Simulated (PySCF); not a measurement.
Shapes and spin states of Li3

Computed with PBE/[Li def2-SVP], no relativity, density fitting, PySCF.

Relaxations began from a few typed shapes and spin states; open shells are unrestricted. The search is not exhaustive: other isomers or separated fragments can lie lower, and high-lying points may rest on an excited occupation.

```
   spin  group                              bonds                               angles  imaginary modes (cm⁻¹)  ΔE (kJ/mol)  ΔE with ZPE (kJ/mol)
doublet    C2v  Li–Li 2.831 Å (×2), Li–Li 3.321 Å  Li–Li–Li 54.1° (×2), Li–Li–Li 71.8°                    none          0.0                   0.0
doublet    D∞h                 Li–Li 2.967 Å (×2)                      Li–Li–Li 180.0°                43i, 43i         25.7                     –
quartet    D3h                 Li–Li 3.213 Å (×3)                  Li–Li–Li 60.0° (×3)                    none        103.4                 102.7
quartet    D∞h                 Li–Li 3.426 Å (×2)                      Li–Li–Li 180.0°                    none        121.0                 119.3
```

The lowest minimum found is the doublet C2v: Li–Li 2.831 Å (×2), Li–Li 3.321 Å; Li–Li–Li 54.1° (×2), Li–Li–Li 71.8°.
